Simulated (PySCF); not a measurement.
dimethylamine (C₂H₇N), SMILES CNC. Coordinates come from a PBE-D3(BJ)/def2-TZVP optimisation.

Calculation: PBE-D3(BJ)/def2-TZVP run with PySCF.

Harmonic wavenumbers (cm⁻¹): 236, 259, 373, 752, 931, 999, 1065, 1143, 1146, 1226, 1387, 1413, 1420, 1433, 1439, 1465, 1465, 2850, 2854, 2981, 2983, 3037, 3037, 3430. Rotational constants (GHz): 34.27, 9.306, 8.208; symmetry number 1.

Work out the zero-point energy and the ideal-gas rigid-rotor harmonic-oscillator thermochemistry at 298.15 K and 1 atm.

ZPE = ½ Σ hcν = ½ × 39326 cm⁻¹ = 56.22 kcal/mol. H − E(el) = 59.61 kcal/mol. Entropy in cal/(mol K): translation 37.34, rotation 22.33, vibration 5.36, total 65.04. G − E(el) = 40.22 kcal/mol. Cp = 16.24 cal/(mol K).
